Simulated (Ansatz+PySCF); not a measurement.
The numbers below are computed, except where a source is named.
Input for Ansatz (development build ahead of 0.2.0):

```yaml
crystal:
  periodic: [false, false, false]
  atoms:
    - { symbol: "N", position_ang: [0.0, 0.0, 0.0] }
    - { symbol: Si, position_ang: [0.76842, 1.02456, 2.21823] }
basis:
  gaussian: { orbitals: STO-3G }
total_charge: -1
hamiltonian:
  xc: hf
correlation:
  method: fci
  frozen_orbitals: { "N": 1, Si: 5 }
```

The input is written out in the form of the current development build from the run's settings.

The run gave:

* Converged: yes
* Total energy: -339.00047 hartree
* State: lowest singlet root, of any spatial symmetry

Caution: no diffuse functions for an anion.
